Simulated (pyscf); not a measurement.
`[NH2][SiH2][F]` + `[SiH4]` -> `[NH2][SiH2][F]` + `[SiH4]` (four-centre exchange; singlet surface; H–Si, H–Si broken, H–Si, H–Si formed). Structures and frequencies: ωB97X-D3(BJ)/def2-SVP in PySCF. Energies in kJ/mol from the separated reactants.

```tsv
level	barrier	reaction energy
ωB97X-D3(BJ)/def2-TZVP	152.4	0.0
PBE/def2-TZVP	147.9	0.0
r²SCAN/def2-TZVP	…	0.0
B3LYP-D3(BJ)/def2-TZVP	…	0.0
M06-2X/def2-TZVP	166.8	0.0
ωB97M-D3(BJ)/def2-TZVP	164.9	0.0
```

Task: Some entries are withheld; supply them.

Result: 
- r²SCAN/def2-TZVP, barrier: 149.4
- B3LYP-D3(BJ)/def2-TZVP, barrier: 167.8

The functionals in the table span 19.9 kJ/mol in this barrier, from PBE to B3LYP-D3(BJ). At the saddle there is also a short Si–Si contact that neither side keeps. The same reactants have a lower exit, to H₂N–SiH₃ + F–SiH₃ (barrier +110.3 kJ/mol at ωB97M-D3(BJ)/def2-TZVP, against +164.9 kJ/mol here). This is the saddle that the search found; another between the same sides may lie lower.
